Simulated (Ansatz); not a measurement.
Results of PBE-D3(BJ) (PAW; Ansatz, a quantum-chemistry and plane-wave program) for fcc Ni.

Settings: plane-wave cutoff 520 eV, 26×26×26 k mesh, Fermi–Dirac smearing 0.05 eV, spin-polarised with parallel moments, scalar-relativistic PAW data made under PBE.

The cell is scaled about its equilibrium volume:

```
V (Å³/atom)  P (GPa)  moment (μB per cell of 1 atoms)
-----------  -------  -------------------------------
9.889          15.65                             0.60
10.099          9.79                             0.60
10.310          4.60                             0.61
10.520         -0.01                             0.62
10.731         -4.09                             0.63
10.941         -7.70                             0.64
11.151        -10.86                             0.65
```
